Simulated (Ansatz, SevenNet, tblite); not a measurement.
Lattice constant a of rock-salt LiBr: levels of theory against measurement

Reference value: 5.459 Å (measured, low temperature, zero-point motion not removed; as tabulated in Doll and Stoll (1998), arXiv:cond-mat/9801031).

```
level (code)           value (Å)
---------------------  ---------
GFN1-xTB (tblite)          5.446
SevenNet-l3i5              5.516
LDA (Ansatz)                   ?
PBE (Ansatz)                   ?
PBE0 (Ansatz)              5.469
Hartree–Fock (Ansatz)      5.670
```

Task: Complete the blanks.

Result: 
- LDA (Ansatz, a program for electronic structure), value (Å): 5.310
- PBE (Ansatz), value (Å): 5.511

Differences against the reference: GFN1-xTB -0.24 %, SevenNet-l3i5 +1.04 %, LDA -2.73 %, PBE +0.95 %, PBE0 +0.18 %, Hartree–Fock +3.87 %.

Once the reference is moved by up to 0.67 % (a margin picked here for doubts on the reference and the settings, and for temperature and zero-point motion) and values within 0.10 % count as equal, the nearest can be PBE0 (+0.18 %), GFN1-xTB (-0.24 %), PBE (+0.95 %) or SevenNet-l3i5 (+1.04 %). By the same margin the farthest can be Hartree–Fock (+3.87 %) or LDA (-2.73 %). Within 2 %: GFN1-xTB, SevenNet-l3i5, PBE, PBE0.

The reference isn't brought to a static lattice, while the calculations are for one, so the differences are not the levels' errors alone. A static lattice is as a rule a little smaller than the measured one.  GFN1-xTB: the method was fitted mainly to molecules. GFN1-xTB: the run uses a supercell at the zone centre in place of a k mesh. Cutoffs and k meshes differ between the levels. Ansatz's density-functional and Hartree–Fock values are scalar-relativistic unless marked +SOC, with PAW data made under PBE.

Machine-learned potentials (SevenNet-l3i5) are trained on DFT data: a solid inside that data is no test of them.

Differences are worked out from the printed values.
